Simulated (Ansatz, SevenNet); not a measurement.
2H MoTe2: properties by level of theory

Reference values: lattice constant a 3.518 Å (measured, 300 K, not corrected to a static lattice; as tabulated in arXiv:1605.07067); lattice parameter c 13.974 Å (measured, 300 K, no zero-point or thermal correction; as tabulated in arXiv:1605.07067).

```json
[
 {"level (code)": "SevenNet-0", "equilibrium lattice constant a (Å)": "3.557", "lattice parameter c (Å)": "16.052", "enthalpy of formation (eV/atom)": "-0.362"},
 {"level (code)": "SevenNet-l3i5", "equilibrium lattice constant a (Å)": "3.559", "lattice parameter c (Å)": "15.237", "enthalpy of formation (eV/atom)": "-0.309"},
 {"level (code)": "PBEsol (Ansatz)", "equilibrium lattice constant a (Å)": "3.494", "lattice parameter c (Å)": "14.004", "enthalpy of formation (eV/atom)": "-0.288"},
 {"level (code)": "HSE06 (Ansatz)", "equilibrium lattice constant a (Å)": "3.513", "lattice parameter c (Å)": "15.146", "enthalpy of formation (eV/atom)": "-0.340"}
]
```

Differences from the reference values (errors of the level alone only where the reference is corrected to a static lattice):

```tsv
level	lattice constant a (%)	lattice parameter c (%)
SevenNet-0	+1.11	+14.9
SevenNet-l3i5	+1.17	+9.04
PBEsol	-0.68	+0.21
HSE06	-0.14	+8.39
```

Nearest: lattice constant a, not ranked (reference at room or unstated temperature); lattice parameter c, not ranked (reference at room or unstated temperature).

Machine-learned potentials (SevenNet-0, SevenNet-l3i5) are trained on DFT data: a solid inside that data is no test of them.

Caveats: the cell comes from a level without a dispersion term, which matters for the spacing of layers, chains or molecules (PBEsol, HSE06). Ansatz's density-functional and Hartree–Fock values are scalar-relativistic unless marked +SOC, with PAW data made under PBE.

Differences are worked out from the printed values.

Static lattice: no zero-point or thermal effects.

Ansatz is a program for electronic structure.
